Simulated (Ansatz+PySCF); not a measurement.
Values are calculated unless marked as measured or tabulated.
## PySCF 2.14.0 run

```python
from pyscf import gto, scf, mp

mol = gto.M(atom="""
C -1.108400 -0.879060 -0.000050
C -0.064800 0.112420 -0.000290
C 1.332460 -0.347120 -0.000130
H -2.137550 -0.542680 0.001150
H -0.897350 -1.942260 -0.000520
O -0.345640 1.312530 -0.000010
H 1.994860 0.517080 -0.014420
H 1.541280 -0.949180 0.889530
H 1.535260 -0.975330 -0.872740
""", basis='cc-pvtz', charge=0, spin=1)
mf = scf.UHF(mol)
mf.kernel()
pt = mp.MP2(mf, frozen=4).run()
print(mf.e_tot, pt.e_corr, pt.e_tot)
```

The script is written out from the run's settings.

Results

* Converged: yes
* Reference energy: -191.41249 hartree
* Correlation energy: -0.68804 hartree
* Total energy: -192.10053 hartree
* Spin squared of the determinant: 0.896

Caution: the unrestricted determinant is spin contaminated.
